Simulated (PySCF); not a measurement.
Dipole moment and polarisability across levels of theory

Compound: C2H3Cl3.
InChI=1S/C2H3Cl3/c1-2(3,4)5/h1H3

PySCF, dipoles from the SCF density, polarisabilities from static response with core orbitals frozen. Geometry: PBE0-D3(BJ)/def2-SVP; no solvent, vibrations or thermal averaging.

Task: How do dipole and polarisability depend on functional and basis here?

Result: 

| level | μ (D) | error (%) | α (au) | error (%) | anisotropy (au) |
| --- | --- | --- | --- | --- | --- |
| B3LYP/def2-SVPD | 1.825 | +4.0 | 68.53 | +0.3 | 9.03 |
| wB97X-D/def2-SVPD | 1.899 | +8.2 | 66.78 | -2.2 | 8.66 |
| LC-wPBE/def2-SVPD | 1.883 | +7.3 | 65.29 | -4.4 | 8.30 |
| PBE0/6-31G* | 1.971 | +12.3 | 50.35 | -26.3 | 11.32 |
| PBE0/def2-SVP | 1.766 | +0.6 | 48.91 | -28.4 | 8.65 |
| PBE0/6-31+G* | 1.982 | +13.0 | 59.42 | -13.0 | 10.33 |
| PBE0/aug-cc-pVDZ | 1.865 | +6.2 | 67.51 | -1.1 | 8.89 |
| PBE0/def2-TZVP | 1.815 | +3.4 | 60.64 | -11.2 | 9.73 |
| PBE0/def2-TZVPD | 1.818 | +3.6 | 68.99 | +1.0 | 8.90 |

Reference dipole: 1.755 D (measured, gas; NIST CCCBDB Release 22 (SRD 101), experimental dipoles). Reference dipole: 1.780 D (measured, unstated (gas or solution; conformer average); Muller, Mokrushina, Arlt, J. Chem. Eng. Data 57 (2012) 1231, supporting information). Reference polarisability: 10.120 Å³ (measured, gas; NIST CCCBDB Release 22 (SRD 101), experimental polarizabilities). Errors are taken against the first value of each kind. The anisotropy is √(½[(α1 − α2)² + (α2 − α3)² + (α3 − α1)²]). For the dipole, the smallest error is 0.6% (PBE0/def2-SVP) and the largest 13.0% (PBE0/6-31+G*). For the polarisability, the smallest error is 0.3% (B3LYP/def2-SVPD) and the largest 28.4% (PBE0/def2-SVP). The dipole runs from 1.77 D (PBE0/def2-SVP) to 1.98 D (PBE0/6-31+G*). With PBE0 the polarisability is 53.30 au without diffuse functions (mean of 6-31G*, def2-SVP and def2-TZVP) and 65.31 au with them (mean of 6-31+G*, aug-cc-pVDZ and def2-TZVPD). Measured values can belong to vibrating molecules and may average over conformers; the computed ones are for one fixed geometry.
